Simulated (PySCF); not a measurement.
Computed with PySCF, delta-SCF UKS SCAN, pcX-2 on the ionised atom, pcseg-1 elsewhere, spin-free X2C. Geometries: PBE0-D3(BJ)/def2-SVP; isolated species, one conformer each. Values against the vacuum level. Spin–orbit and ligand-field terms were added within each 2p shell after the spin-free SCF.

(1) Rank by computed C 1s binding energy, lowest first.
A. Carbon in `C[SiH2][SiH3]`
B. C2 in `[Br:1][c:2]1[cH:3][n:4][nH:5][cH:6]1`
C. C3 in `[CH3:1][CH2:2][C:3]([NH2:4])=[O:5]`
D. C3 in `[CH3:1][NH:2][C:3]([CH3:4])=[O:5]`
E. C5 in `[CH3:1][O:2][C:3](=[O:4])[C:5]([CH3:6])([CH3:7])[CH3:8]`

(2) Rank by computed Si 1s binding energy, lowest first.
A. Si2 in `[CH3:1][SiH2:2][SiH3:3]`
B. Silicon in `C=C[SiH2]CF`
C. Silicon in `CS[Si](C)(SC)SC`

(3) Order these sites by rising Si 2p3/2 binding energy.
A. Silicon in `CS[Si](C)(SC)SC`
B. Silicon in `C=C[SiH2]CF`
C. Si2 in `[CH3:1][SiH2:2][SiH3:3]`

Answers

(1) A (290.33 eV), E (290.98 eV), B (291.51 eV), D (293.49 eV), C (293.79 eV).

The highest is bonded to O (double bond), N and C, the lowest to 3 H and Si; the range is 3.46 eV.

(2) A (1846.07 eV), B (1846.42 eV), C (1846.91 eV).

The highest is bonded to 3 S and C, the lowest to C, 2 H and Si; the range is 0.84 eV.

(3) C (106.34 eV), B (106.68 eV), A (106.98 eV).

The highest is bonded to 3 S and C, the lowest to C, 2 H and Si; the range is 0.64 eV.
